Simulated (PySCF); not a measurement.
C4H4S, SMILES c1ccsc1.

Geometry: PBE0-D3(BJ)/def2-SVP.

Two levels are set side by side: PBE/def2-TZVP (PySCF) and CAM-B3LYP/def2-TZVP (PySCF). Same geometry, gas phase. Differences are taken from unrounded values.

| quantity | CAM-B3LYP | PBE | PBE minus CAM-B3LYP |
|---|---|---|---|
| orbital gap (eV) | 8.79 | 4.55 | -4.24 |
| highest occupied level (eV) | -8.11 | -5.84 | 2.28 |
| lowest empty level (eV) | 0.67 | -1.29 | -1.96 |
| dipole moment (D) | 0.48 | 0.44 | -0.05 |
| mean polarisability (bohr³) | 59.0 | 60.2 | 1.2 |

Without exact exchange PBE keeps part of each electron's self-repulsion, which lifts occupied levels and narrows the gap. Differences between two approximate levels are no errors against the true value.

Rough cost on one machine, each run with all the roots and properties that it gave: CAM-B3LYP against PBE within a factor of 2.
